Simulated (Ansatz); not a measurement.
allene (SMILES C=C=C) moved off its minimum; all values from Ansatz (a program for electronic structure), cores frozen in correlated methods.
(charge 0, multiplicity 1)
```xyz
7

C      1.31111     0.02271     0.01747
C     -0.02199     0.00946    -0.02370
C     -1.25281    -0.01984    -0.02199
H      1.84385    -0.62486    -0.62045
H      1.86114     0.64651     0.63952
H     -1.86814     0.60393    -0.65635
H     -1.87085    -0.67105     0.64587
```

```json
[
 {"level": "HF/def2-TZVPP", "largest force (eV/Å)": "7.49", "on atom": "C2", "rms difference from CCSD(T)/cc-pVTZ (eV/Å)": "0.340", "dipole (D)": "0.22"},
 {"level": "PBE/def2-TZVPP", "largest force (eV/Å)": "6.97", "on atom": "C2", "rms difference from CCSD(T)/cc-pVTZ (eV/Å)": "0.273", "dipole (D)": "0.20"},
 {"level": "r2SCAN/def2-TZVPP", "largest force (eV/Å)": "6.98", "on atom": "C2", "rms difference from CCSD(T)/cc-pVTZ (eV/Å)": "0.294", "dipole (D)": "0.22"},
 {"level": "B3LYP/def2-TZVPP", "largest force (eV/Å)": "6.96", "on atom": "C2", "rms difference from CCSD(T)/cc-pVTZ (eV/Å)": "0.289", "dipole (D)": "0.20"},
 {"level": "wB97M-V/def2-TZVPP", "largest force (eV/Å)": "7.18", "on atom": "C2", "rms difference from CCSD(T)/cc-pVTZ (eV/Å)": "0.239", "dipole (D)": "0.22"},
 {"level": "MP2/cc-pVTZ", "largest force (eV/Å)": "7.26", "on atom": "C2", "rms difference from CCSD(T)/cc-pVTZ (eV/Å)": "0.077", "dipole (D)": "0.16"},
 {"level": "CCSD(T)/cc-pVTZ", "largest force (eV/Å)": "7.27", "on atom": "C2", "rms difference from CCSD(T)/cc-pVTZ (eV/Å)": "0.000", "dipole (D)": "0.14"}
]
```

The differences count from one level among others, with limits of its own. Forces at CCSD(T)/cc-pVTZ (eV/Å):

| atom | Fx | Fy | Fz |
|---|---|---|---|
| C1 | -2.367 | -0.567 | -0.664 |
| C2 | 7.257 | 0.203 | 0.369 |
| C3 | -7.095 | -0.659 | 0.593 |
| H4 | 0.596 | -0.701 | -0.686 |
| H5 | 0.712 | 1.125 | 1.099 |
| H6 | 0.089 | 0.170 | -0.214 |
| H7 | 0.807 | 0.430 | -0.497 |
